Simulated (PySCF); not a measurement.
## Stretching AlN

Set-up: Al 3-21G, N 3-21G; no relativity (PySCF 2.14). Energies in eV from Al + N in their ground configurations at the same level. All curves are PBE0. state 1: ³Σ⁻ (triplet), unpaired electrons π ↑↑; state 2: ³Π (triplet), unpaired electrons σ ↑, π ↑, a second solution, started from another occupation; state 3: Ms = 0 determinant of mixed spin (⟨S²⟩ near 1.0), unpaired electrons σ ↓, π ↑, a second solution, started from another occupation; state 4: Ms = 0 determinant of mixed spin (⟨S²⟩ near 1.0), unpaired electrons π ↑↓, a mixture of terms (⟨Lz²⟩ = 2.0), a second solution, started from another occupation.

| R (Å) | state 1 | state 2 | state 3 | state 4 |
| --- | --- | --- | --- | --- |
| 1.710 | -1.383 | -1.844 | -1.469 | -0.805 |
| 1.790 | -1.807 | -2.034 | -1.630 | -1.226 |
| 1.870 | -2.036 | -2.068 | -1.631 | -1.451 |
| 1.929 | -2.115 | -2.024 | -1.561 | -1.526 |
| 1.989 | -2.135 | -1.939 | -1.449 | -1.541 |
| 2.049 | -2.109 | -1.825 | -1.307 | -1.510 |
| 2.128 | -2.025 | -1.648 | -1.089 | -1.416 |
| 2.228 | -1.865 | -1.411 | -0.792 | -1.242 |
| 2.347 | -1.633 | -1.137 | -0.434 | -0.988 |
| 2.506 | -1.309 | -0.825 | -0.004 | -0.618 |

Problem. Put a parabola through the three lowest points of the state 1 curve and estimate Re, k and ωe (reduced mass 9.219 u; 1 eV/Å² = 0.16022 mdyn/Å; ωe = 1302.8·√(k/μ) cm⁻¹).

Solution. Through R = 1.929, 1.989, 2.049 Å the second-order coefficient is 6.39 eV/Å², so Re ≈ 1.985 Å, k ≈ 2.05 mdyn/Å and ωe ≈ 614 cm⁻¹. A polynomial fit of higher order to the unrounded PBE0 energies gives Re = 1.982 Å, k = 2.08 mdyn/Å, ωe = 619 cm⁻¹; anharmonicity and rounding make the difference.

The higher-order fit for each curve: state 1: Re = 1.982 Å, ωe = 619 cm⁻¹, De = 2.14 eV; state 2: Re = 1.851 Å, ωe = 724 cm⁻¹, minimum 2.07 eV below the ground-state fragments; state 3: Re = 1.830 Å, ωe = 773 cm⁻¹, minimum 1.65 eV below the ground-state fragments; state 4: Re = 1.976 Å, ωe = 634 cm⁻¹, minimum 1.54 eV below the ground-state fragments.

⟨S²⟩ of the unrestricted solution departs from its pure value on part of the curve, where spin states mix. 3-21G is very small, so such numbers show the basis as much as the molecule. The state is the lowest determinant that a PBE0 search found; another state may lie lower at other levels.
